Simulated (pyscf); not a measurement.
H₂N–SiH₂–Cl + NH₃ -> H₂N–SiH(NH₂)–Cl + H₂ (four-centre exchange; singlet surface; H–Si, H–N broken, N–Si, H–H formed). Structures and frequencies: ωB97X-D3(BJ)/def2-SVP in PySCF. Rate constants from transition-state theory, ωB97M-D3(BJ)/def2-TZVP energies (ideal gas, 1 atm, RRHO with modes under 100 cm⁻¹ raised to 100, one conformer, R ln 2 for rigid chiral ones; no tunnelling), k in cm³ molecule⁻¹ s⁻¹.

| T (K) | 1000/T | log10 k |
|---|---|---|
| 298 | 3.354 | -38.63 |
| 600 | 1.667 | ? |
| 900 | 1.111 | -21.74 |
| 1200 | 0.833 | -19.43 |

Q: Fit an Arrhenius line to the three values, give the activation energy, and predict k at 600 K.

A: Least squares gives log10 k = -13.21 − 7.58 × 1000/T, so Ea = 7.58 × ln 10 × 1.987 = 34.7 kcal/mol, against an electronic barrier of 34.2. At 600 K the line gives -25.84; the computed value is -26.10 (ΔG‡ = 55.2 kcal/mol), a factor 1.8 under the line, since the plot is curved. At the saddle there is also a short H–Si contact that neither side keeps. One saddle was located; it need not be the lowest between these sides.
